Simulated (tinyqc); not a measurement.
UKS/BP86 in the sto-6g basis, for CH2, spin multiplicity 3, step by step. Computed by tinyqc, a small Python program that keeps every step (integrals from PySCF). Settings: charge = 0, multiplicity = 3, basis = sto-6g, energy threshold = 1e-09, iteration cap = 74, orthogonalisation = symmetric, start = Wolfsberg-Helmholz matrix, DIIS depth = 0, method = UKS, functional = b88,p86, grid = [20, 50]. Command: `OMP_NUM_THREADS=1 python tinyqc.py 20624 20625 out.jsonl` (the two numbers bound the seeds that draw the settings). One thread of a shared host (Intel(R) Xeon(R) Processor @ 2.60GHz), about 5 s of CPU time with the checks.

Geometry (angstrom):
```
atom         x          y         z
C     0.000000   0.000000  0.000000
H     0.000000   1.302000  0.702000
H     0.000000  -1.302000  0.702000
```

Stop when the energy changes by less than 1e-09 hartree and every element of the error matrix X^T (F D S - S D F) X (for each spin) is below 9e-06.

Course of the cycle:
```
iteration   E (hartree)     change  largest element of the error matrix
1          -38.56014256          -                             2.20e-01
2          -38.48412167   7.60e-02                             2.36e-01
3          -38.32529469   1.59e-01                             2.69e-01
4          -38.23468809   9.06e-02                             2.63e-01
5          -38.16985756   6.48e-02                             2.83e-01
6          -38.15320688   1.67e-02                             2.65e-01
7          -38.11826513   3.49e-02                             2.86e-01
8          -38.11088339   7.38e-03                             2.65e-01
9          -38.08752812   2.34e-02                             2.87e-01
10         -38.08144184   6.09e-03                             2.65e-01
11         -38.06687917   1.46e-02                             2.88e-01
12         -38.06236926   4.51e-03                             2.65e-01
13         -38.05424118   8.13e-03                             2.89e-01
14         -38.05127281   2.97e-03                             2.65e-01
...                 ...        ...                                  ...
61         -38.03984925  -5.93e-04                             2.89e-01
62         -38.03925591   5.93e-04                             2.64e-01
63         -38.03984925  -5.93e-04                             2.89e-01
64         -38.03925591   5.93e-04                             2.64e-01
65         -38.03984925  -5.93e-04                             2.89e-01
66         -38.03925591   5.93e-04                             2.64e-01
67         -38.03984925  -5.93e-04                             2.89e-01
68         -38.03925591   5.93e-04                             2.64e-01
69         -38.03984925  -5.93e-04                             2.89e-01
70         -38.03925591   5.93e-04                             2.64e-01
71         -38.03984925  -5.93e-04                             2.89e-01
72         -38.03925591   5.93e-04                             2.64e-01
73         -38.03984925  -5.93e-04                             2.89e-01
74         -38.03925591   5.93e-04                             2.64e-01
```

Can the last value be used, and what does the course show?

Not by the stop rule. Not converged within the cap of 74 iterations: the residual has stopped falling: the iteration swings between two states. Reruns (cap 100 unless said): DIIS 8: converged in 9; damping 0.5: converged in 30; level shift 0.5: converged in 28; atomic densities as start, DIIS 8: converged in 9; the original settings with a cap of 400: not converged. PySCF UKS in the same basis, fine grid, after a stability check = -38.92384115 hartree, which differs from a converged run on this coarse grid by the grid error.
